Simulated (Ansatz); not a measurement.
Input file:

```yaml
crystal:
  periodic: [false, false, false]
  atoms:
    - {symbol: B, position_ang: [0.000000, 0.008227, 0.757911]}
    - {symbol: B, position_ang: [0.000000, 0.008227, -1.004553]}
    - {symbol: H, position_ang: [0.000000, 0.839268, 1.263974]}
    - {symbol: H, position_ang: [0.000000, -1.015758, 1.381467]}
basis:
  gaussian: {orbitals: def2-TZVP}
magnetization: {spin_polarized: false}
hamiltonian: {xc: {name: r2SCAN}}
correlation: {method: bccd, electrons: outside_noble_gas, diis_vectors: 1}
scf: {omitted_lower_state_checks: [cluster_reference]}
```

```sh
$ ansatz run in.yaml --threads 1 --pin off --events-out ev --progress --plain --max-ram 2393MiB
```

**Question.** Roughly how long does this take on 1 thread of Arm Neoverse N1, shared host, and how much host memory?

**Answer.** 12 s wall and 0.18 GiB.

```
these checks for a lower state are left out or cut short: cluster_reference
488 factors; integrals over basis functions are off by at most 1.1e-3 eV
mean field evaluation 1: about -1361.7248 eV, gradient 5.9e1 eV
mean field evaluation 2: about -1361.7199 eV, gradient 5.9e1 eV
mean field evaluation 4: about -1375.1160 eV, gradient 2.6e1 eV
mean field evaluation 8: about -1377.5707 eV, gradient 5.0e-1 eV
mean field evaluation 16: about -1377.5723 eV, gradient 4.2e-4 eV
mean field evaluation 32: about -1373.1763 eV, gradient 2.2e1 eV
mean field evaluation 64: about -1352.9407 eV, gradient 2.8e1 eV
mean field evaluation 96: about -1377.5723 eV, gradient 3.3e-7 eV
mean field -1377.57226620 eV, -50.6248470310 hartree, gradient 3.3e-7 eV, S^2 0.000000; 5 other end points of the search recorded, 0 dependent functions left out; unrestricted orbitals would lower it
2 core orbitals not correlated: weight in the atoms' cores, before any rotation towards them, 1.000 or more for the frozen orbitals, at most 0.000 for the correlated occupied ones
reference -1369.47652755 eV, -50.3273341228 hartree; 4, 4 occupied and 68, 68 virtual orbitals, 488 factors
second order -4.35387550 eV of doubles, -0.13765564 eV of singles
cycle   1  -5.13547499 eV  change   -6.4e-1 eV  update   7.0e-2
cycle   2  -5.42363753 eV  change   -2.9e-1 eV  update   3.5e-2
...
cycle  16  -5.49028404 eV  change   -7.1e-5 eV  update   1.0e-4
cycle  17  -5.49030549 eV  change   -2.1e-5 eV  update   7.3e-5
cycle  18  -5.49034378 eV  change   -3.8e-5 eV  update   5.3e-5
cycle  19  -5.49035554 eV  change   -1.2e-5 eV  update   3.7e-5
cycle  20  -5.49037404 eV  change   -1.8e-5 eV  update   2.6e-5
cycle  21  -5.49037932 eV  change   -5.3e-6 eV  update   1.8e-5
cycle  22  -5.49038821 eV  change   -8.9e-6 eV  update   1.3e-5
cycle  23  -5.49039135 eV  change   -3.1e-6 eV  update   9.4e-6
cycle  24  -5.49039613 eV  change   -4.8e-6 eV  update   6.8e-6
cycle  25  -5.49039769 eV  change   -1.6e-6 eV  update   4.7e-6
Total energy: -1374.96692524 eV, -50.5291025165 hartree
Checks for a lower state left out: cluster_reference
```
